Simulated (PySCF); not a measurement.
Species: CH2NO, charge 0, multiplicity 2. It need not be the lowest isomer of its formula. 
Geometry from a B3LYP-D3(BJ)/def2-TZVP (Ansatz) optimisation:
```xyz
5

O     -0.2249     1.1992    -0.0769
C     -0.4363     0.0284    -0.0099
N      0.4179    -0.9973     0.0683
H      0.0715    -1.9373     0.1188
H      1.4203    -0.8452     0.0780
```
Charge 0, spin multiplicity 2.

Dispersion corrections to the total energy (kcal/mol) from the dftd3 and dftd4 libraries through PySCF: D3(BJ) without and D4 with the three-body term, each with the damping fitted for the functional named.

```tsv
functional	D3(BJ)	D4
B2PLYP	-0.93	-0.76
HSE06	-0.70	-0.82
B3LYP	-2.14	-1.79
CAM-B3LYP	-0.85	-0.89
PBE	-1.26	?
TPSS	-1.54	?
HF	?	-4.84
```

### Question
Complete the blanks.

### Answer

- PBE, D4: -1.11
- TPSS, D4: -1.51
- HF, D3(BJ): -12.96
